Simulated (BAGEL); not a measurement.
# P4 (SMILES P12P3P1P23): HF/3-21G (density fitting with qzvpp-jkfit)

What is the vertical singlet–triplet gap of P4 at HF/3-21G (density fitting with qzvpp-jkfit)? 

Program for the calculation: BAGEL 1.2.2.

9 further runs of the same task are left out: 5 that didn't finish, 4 set aside as unsound or not needed. Runs told in other sessions of the task aren't counted.

## Step 1: Starting point

P4 has 4 atoms, charge 0, and is taken as a singlet. As SMILES, `P12P3P1P23`. The coordinates come from a PBE0-D4/def2-TZVP relaxation.

Bond lengths: P1–P2 2.184 Å, P1–P3 2.184 Å, P2–P3 2.184 Å, P1–P4 2.184 Å, P2–P4 2.184 Å, P3–P4 2.184 Å. Some angles: P1–P2–P3 60.0°, P1–P2–P4 60.0°, P3–P2–P4 60.0°, P2–P1–P3 60.0°, P2–P1–P4 60.0°, P3–P1–P4 60.0°, P1–P3–P2 60.0°, P1–P3–P4 60.0°, P2–P3–P4 60.0°, P1–P4–P2 60.0°.

## Step 2: The energy at HF/3-21G (density fitting with qzvpp-jkfit)

job.json

```json
{ "bagel": [

{
  "title": "molecule",
  "basis": "3-21g",
  "df_basis": "qzvpp-jkfit",
  "angstrom": true,
  "geometry": [
    { "atom": "P", "xyz": [   -0.724800,   -0.100000,    1.119400 ] },
    { "atom": "P", "xyz": [    1.294900,    0.109800,    0.315700 ] },
    { "atom": "P", "xyz": [   -0.185000,   -1.091700,   -0.749800 ] },
    { "atom": "P", "xyz": [   -0.385100,    1.081900,   -0.685200 ] }
  ]
},
{ "title": "hf" },
{ "title": "print", "file": "orbitals.molden", "orbitals": true }

]}
```

Run with:

```sh
BAGEL_NUM_THREADS=1 BAGEL job.json > job.out
```

The program printed:

```text
* using 1 threads per process

  ===============================================================
  ===============================================================

  *** Geometry ***

  { "atom" : "P", "xyz" : [     -1.369673,     -0.188973,      2.115359 ] },
  { "atom" : "P", "xyz" : [      2.447006,      0.207492,      0.596587 ] },
  { "atom" : "P", "xyz" : [     -0.349599,     -2.063014,     -1.416917 ] },
  { "atom" : "P", "xyz" : [     -0.727734,      2.044495,     -1.294840 ] },

  Number of auxiliary basis functions:      512

  Since a DF basis is specified, we compute 2- and 3-index integrals:
    o Being stored without compression. Storage requirement is 0.011 GB

  Number of basis functions:       52
  Number of electrons      :       60

    * METHOD: MOLECULE                             0.29

  *** RHF ***

  === Nuclear Repulsion ===
   327.1324241954

      * DIIS with orbital gradients will be used.

  === RHF iteration (3-21g) ===
      0      -1355.86986003          0.00612152           0.08
      1      -1355.89433349          0.00113397           0.07
      2      -1355.89621815          0.00050625           0.07
      3      -1355.89661898          0.00013630           0.07
      4      -1355.89665336          0.00001233           0.07
      5      -1355.89665358          0.00000114           0.07
      6      -1355.89665358          0.00000009           0.07
      7      -1355.89665358          0.00000004           0.07
      8      -1355.89665358          0.00000001           0.07
    * SCF iteration converged.

    * Permanent dipole moment:
           (    0.000009,     0.000005,     0.000004) a.u.

    * METHOD: HF                                   0.80

    * METHOD: PRINT                                0.01

  ===============================================================
```

It took 1.2 s on 1 thread of Arm Neoverse N1, shared host.

## Step 3: The triplet at the same level

job.json

```json
{ "bagel" : [

{
  "title" : "molecule",
  "basis" : "3-21g",
  "df_basis" : "qzvpp-jkfit",
  "angstrom" : true,
  "geometry" : [
    { "atom" : "P", "xyz" : [      -0.724800,      -0.100000,       1.119400 ] },
    { "atom" : "P", "xyz" : [       1.294900,       0.109800,       0.315700 ] },
    { "atom" : "P", "xyz" : [      -0.185000,      -1.091700,      -0.749800 ] },
    { "atom" : "P", "xyz" : [      -0.385100,       1.081900,      -0.685200 ] }
  ]
},

{
  "title" : "uhf",
  "nopen" : 2
},

{
  "title" : "print",
  "file" : "orbitals.molden",
  "orbitals" : true
}

]}
```

Run with:

```sh
BAGEL_NUM_THREADS=1 BAGEL job.json > job.out
```

The program printed:

```text
* using 1 threads per process

  ===============================================================
  ===============================================================

  *** Geometry ***

  { "atom" : "P", "xyz" : [     -1.369673,     -0.188973,      2.115359 ] },
  { "atom" : "P", "xyz" : [      2.447006,      0.207492,      0.596587 ] },
  { "atom" : "P", "xyz" : [     -0.349599,     -2.063014,     -1.416917 ] },
  { "atom" : "P", "xyz" : [     -0.727734,      2.044495,     -1.294840 ] },

  Number of auxiliary basis functions:      512

  Since a DF basis is specified, we compute 2- and 3-index integrals:
    o Being stored without compression. Storage requirement is 0.011 GB

  Number of basis functions:       52
  Number of electrons      :       60

    * METHOD: MOLECULE                             0.29

  *** Open-shell HF ***

  === Nuclear Repulsion ===
   327.1324241954

      * DIIS with orbital gradients will be used.

  === UHF iteration (3-21g) ===
      0      -1355.65894181          0.01575776           0.15
      1      -1355.70241398          0.00561694           0.14
      2      -1355.70917741          0.00431291           0.14
      3      -1355.71245241          0.00137020           0.14
      4      -1355.71467337          0.00118901           0.14
      5      -1355.71650630          0.00105678           0.14
      6      -1355.71888263          0.00101247           0.14
      7      -1355.72170484          0.00083481           0.14
      8      -1355.72396930          0.00072085           0.14
      9      -1355.72550455          0.00069411           0.14
     10      -1355.72600345          0.00068445           0.14
     11      -1355.72844704          0.00060875           0.14
     12      -1355.72932643          0.00062038           0.14
     13      -1355.73245837          0.00036708           0.14
     14      -1355.73341711          0.00024506           0.14
     15      -1355.73314313          0.00032856           0.14
     16      -1355.73372910          0.00019646           0.14
     17      -1355.73362482          0.00017837           0.14
     18      -1355.73381123          0.00003813           0.14
     19      -1355.73384544          0.00002578           0.14
     20      -1355.73385995          0.00001950           0.14
     21      -1355.73386710          0.00001348           0.14
     22      -1355.73386895          0.00000818           0.14
     23      -1355.73386910          0.00000559           0.14
     24      -1355.73386921          0.00000334           0.14
     25      -1355.73386926          0.00000237           0.14
     26      -1355.73386929          0.00000162           0.14
     27      -1355.73386929          0.00000112           0.14
     28      -1355.73386929          0.00000077           0.14
     29      -1355.73386929          0.00000064           0.14
     30      -1355.73386930          0.00000053           0.14
     31      -1355.73386930          0.00000044           0.14
     32      -1355.73386930          0.00000035           0.14
     33      -1355.73386930          0.00000027           0.14
     34      -1355.73386930          0.00000021           0.14
     35      -1355.73386930          0.00000016           0.14
     36      -1355.73386930          0.00000013           0.14
     37      -1355.73386930          0.00000010           0.14
     38      -1355.73386930          0.00000008           0.14
     39      -1355.73386930          0.00000006           0.14
     40      -1355.73386930          0.00000005           0.14
     41      -1355.73386930          0.00000004           0.14
     42      -1355.73386930          0.00000003           0.14
     43      -1355.73386930          0.00000003           0.14
     44      -1355.73386930          0.00000002           0.14
     45      -1355.73386930          0.00000001           0.14
     46      -1355.73386930          0.00000001           0.14
     47      -1355.73386930          0.00000001           0.14
    * SCF iteration converged.

    * S^2 (UHF) is 2.0697

    * Permanent dipole moment:
           (    0.102643,     0.134389,    -0.041649) a.u.

    * METHOD: UHF                                  6.99

    * METHOD: PRINT                                0.01

  ===============================================================
```

It took 7.5 s on 1 thread of Arm Neoverse N1, shared host.

## Step 4: What came out

At HF/3-21G (density fitting with qzvpp-jkfit):

```
                                        quantity           value
                           singlet: total energy  -1355.89665 Eh
                          singlet: dipole moment          0.00 D
                            singlet: HOMO energy       -10.59 eV
                            singlet: LUMO energy         1.93 eV
                          singlet: HOMO–LUMO gap        12.52 eV
                           triplet: total energy  -1355.73387 Eh
                          triplet: dipole moment          0.44 D
                                   triplet: ⟨S²⟩           2.070
vertical energy of the triplet above the singlet        4.430 eV
```

What this shows: At this shape the triplet lies 4.43 eV (102 kcal/mol) above the singlet.
